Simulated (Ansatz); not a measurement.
Reaction (SMILES): C[SiH2] (CH3-SiH2) → C atom + 5 H atom + Si atom
B3LYP-D3(BJ)/def2-TZVP geometries, fixed; electronic energies without zero-point terms.

Basis-set convergence of the atomisation energy at B3LYP with Ansatz (a quantum-chemistry and plane-wave program). Cartesian d functions, on some or all atoms, in 6-31+G*, 6-311+G**; all else is spherical. The program fits the integrals of some runs and decomposes those of others, by size. Open shells are unrestricted. No added dispersion term, no relativity. Functions are those of the species that has most. Reference: the value in aug-pcseg-3, 530.50 kcal/mol, itself unsure by roughly 0.20 kcal/mol (its mean distance from aug-cc-pV(Q+d)Z, def2-QZVPPD, pcseg-3). Deviations are taken from unrounded values.

| basis | functions | atomisation energy (kcal/mol) | minus reference (kcal/mol) |
|---|---|---|---|
| 6-31+G* | 52 | 524.81 | -5.68 |
| 6-311+G** | 83 | 525.57 | -4.93 |
| def2-SVPD | 84 | 529.53 | -0.96 |
| aug-pcseg-1 | 95 | 523.54 | -6.96 |
| 6-311++G(2d,2p) | 112 | 527.86 | -2.64 |
| def2-TZVPD | 125 | 529.31 | -1.19 |
| def2-TZVPPD | 170 | 530.32 | -0.18 |
| 6-311++G(3df,3pd) | 176 | 529.91 | -0.59 |
| aug-pcseg-2 | 211 | 529.89 | -0.61 |
| def2-QZVPPD | 304 | 530.34 | -0.16 |
| aug-pcseg-3 | 419 | 530.50 | 0.00 |

The smallest set listed that lies within 2 kcal/mol of the reference with all its larger relatives (same family, alike in diffuse functions; a set with none counts only in the reference's own line) is def2-SVPD (84 functions, -0.96 kcal/mol off). Inside, with no larger relative to test it: 6-311++G(3df,3pd).
